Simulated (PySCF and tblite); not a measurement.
Results of a calculation; reference values are marked as such.
2,2,2-trifluoroethanol, C₂H₃F₃O, numbered as in [OH:1][CH2:2][C:3]([F:4])([F:5])[F:6].

Search: ETKDG and KDG, MMFF94s, GFN2-xTB, 90 starts; geometries at PBE0-D3(BJ)/def2-SVP. Weights use CAM-B3LYP-D3(BJ)/def2-TZVP energies plus GFN2-xTB zero-point and thermal terms (modes under about 100 cm⁻¹ blended into free rotors). Symmetry numbers and mirror images are counted. Conformers within 3 kcal/mol (GFN2-xTB free energy) were kept, 8 at most. Run with PySCF (density fitting) and tblite.

Rotational constants are equilibrium values for the commonest isotopes; dipoles come from the energy level named.

Torsions listed: H1–O1–C2–C3. Of a mirror pair one member is shown.

```csv
conformer,shape,symmetry
1,-61°,C1 (pair)
2,180°,Cs
```

(1) Give the rotational constants and dipole components, as needed to look for these species in a jet-cooled rotational spectrum.

(2) Which type of transition is strongest for conformer 1?

Results:

(1) 
```
conformer  A (MHz)  B (MHz)  C (MHz)  abs μa (D)  abs μb (D)  abs μc (D)      κ  Ic−Ia−Ib (u Å²)
        1     5357     2861     2830        0.76        0.82        1.24  -0.98            -92.4
        2     5371     2873     2827        2.28        2.56        0.02  -0.96            -91.2
```

(2) c-type, since that component is clearly the largest; the top is near-prolate.
